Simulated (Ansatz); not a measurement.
How far each method lies from full CI for NH3, singlet

Geometry: a point of a breathe scan, not a stationary point.

```
atom    x (Å)    y (Å)    z (Å)
   N   0.0005  -0.0001  -0.0884
   H   1.2445   0.0172   0.4160
   H  -0.6399   1.0717   0.4051
   H  -0.6109  -1.0876   0.4076
```

Basis 6-31G; Ansatz 0.2.0. Correlated methods freeze the noble-gas cores, which leaves 8 electrons in 14 orbitals. Prefix R: restricted or restricted open-shell reference. Active spaces: valence = (8e, 7o) chosen from the atoms' valence shells; pair = (2e, 2o) about the gap.

Full CI is exact within this basis and frozen core; it isn't the basis-set limit.

* UHF ⟨S²⟩: 0.000
* T1 diagnostic (RCCSD): 0.0187
* largest doubles amplitude (RCCSD): 0.093

```
   level  E − E(RHF) (eV)
    RMP2          -4.0575
   RCCSD          -4.6107
RCCSD(T)          -4.7263
```

Task: Estimate how far full CI in 6-31G lies from RCCSD(T). The table doesn't fix it; the size of (T) and the diagnostics are the guide.

Result: Full CI in 6-31G lies 2.1 kJ/mol below RCCSD(T), which is 18 % of the (T) step (-11.2 kJ/mol). The diagnostics are small and one determinant leads, so the series closes fast and only a small part of (T) is left.

The other levels:

| level | E − E(full CI) (kJ/mol) | share of correlation (%) | wall time |
| --- | --- | --- | --- |
| CISD | 44.2 | 90.36 | 0.18 s |
| BCCD(T) | 2.1 | 99.54 | 0.18 s |
| RCCSDT | 1.5 | 99.66 | – |
| CISDTQ | 2.4 | 99.47 | 0.48 s |
| RCCSDT(Q) | 0.0 | 100.01 | 0.39 s |
| RCCSDTQ | 0.2 | 99.96 | 1.7 s |
| CASSCF (pair space) | 370.2 | 19.19 | – |
| NEVPT2 (pair space) | 50.9 | 88.89 | 0.12 s |
| MRCISD (pair space) | 28.7 | 93.74 | – |
| MRCISD+Q (pair space) | 2.3 | 99.49 | 0.24 s |
| CASSCF (valence space) | 135.5 | 70.41 | – |
| NEVPT2 (valence space) | 24.7 | 94.60 | 0.48 s |
| MRCISD (valence space) | 3.3 | 99.29 | – |
| MRCISD+Q (valence space) | 0.5 | 99.90 | 0.93 s |

The correlation energy at full CI, counted from RHF, is -4.748 eV. That run took 1.6 s on 1 thread of Arm Neoverse V1, shared host over 501,761 determinants.

Times hold each run's SCF and search for its determinant on a shared host, so for small cases they say little of a method's own cost; they ran on 1 thread of Arm Neoverse V1.

The full-CI state has the irrep A' of Cs, in the program's axes (one component, if the state is degenerate).

Natural occupations of full CI about the gap: 1.981 1.935 1.926 1.926 0.072 0.065 0.065 0.015 0.004 0.004; effectively unpaired electrons, Σ n²(2−n)², 0.11.
